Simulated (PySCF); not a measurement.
# Argon: a sound run and one with changed settings

Sound run: Ar [Ar], Ar⁺ [Ne] 3s2 3p5. Computed with PySCF 2.14 in cc-pVTZ-DK (5s4p2d1f, 34 functions), with the spin-free X2C one-electron Hamiltonian (Gaussian nucleus). The sound run starts from symmetry-adapted Hartree-Fock orbitals and uses a fine grid where one is needed.

A second run was set up differently.

```tsv
species	method	sound run (hartree)	changed run (hartree)	converged
Ar	UHF	-528.62142	-528.62142	yes
Ar	TPSS	-529.38044	-529.39437	yes
Ar	LDA	-527.73192	-527.71801	yes
Ar⁺	UHF	-528.08649	-528.08649	yes
Ar⁺	TPSS	-528.80411	-528.81378	yes
Ar⁺	LDA	-527.14469	-527.13207	yes
```

Ionisation energy of Ar:

```
method  sound run (eV)  changed run (eV)
   UHF          14.556            14.556
  TPSS          15.683            15.799
   LDA          15.979            15.945
```

Q: What was changed?
A. all electrons correlated in a valence basis
B. level shift left on
C. minimal basis
D. radial grid too coarse

A: D. It used radial step 0.5 in ln r (0.13 in the sound run). A coarse radial grid mis-integrates the density and the exchange-correlation energy, with errors of either sign; Hartree-Fock needs no grid.
